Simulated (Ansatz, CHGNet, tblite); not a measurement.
**2H WS2, lattice constant a**

Reference value: 3.153 Å (measured, 300 K, not corrected to a static lattice; as tabulated in arXiv:1605.07067).

Q: Put these levels in order of the lattice constant a that they give for 2H WS2, smallest first: CHGNet-r²SCAN (CHGNet), GFN2-xTB (tblite), PBE-D4 (Ansatz, an electronic-structure program), PBEsol+SOC (Ansatz), r²SCAN-D4 (Ansatz).

A: PBEsol+SOC (3.145 Å), PBE-D4 (3.156 Å), r²SCAN-D4 (3.172 Å), CHGNet-r²SCAN (3.181 Å), GFN2-xTB (3.207 Å)

Differences against the reference: GFN2-xTB +1.71 %, CHGNet-r²SCAN +0.89 %, PBEsol+SOC -0.25 %, PBE-D4 +0.10 %, r²SCAN-D4 +0.60 %.

The reference has no zero-point or thermal correction, while the calculations are for a static lattice, so the differences are not the levels' errors alone. A static lattice is as a rule a little smaller than the measured one.  Density-functional levels without +SOC have no spin–orbit coupling. PBEsol+SOC: the cell comes from a level without a dispersion term, which matters for the spacing of layers, chains or molecules. GFN2-xTB: the method was fitted mainly to molecules. GFN2-xTB: the run uses a supercell at the zone centre in place of a k mesh. Cutoffs and k meshes differ between the levels. Ansatz's density-functional and Hartree–Fock values are scalar-relativistic unless marked +SOC, with PAW data made under PBE.

Machine-learned potentials (CHGNet-r²SCAN) are trained on DFT data, which may include these solids.

Differences are worked out from the printed values.
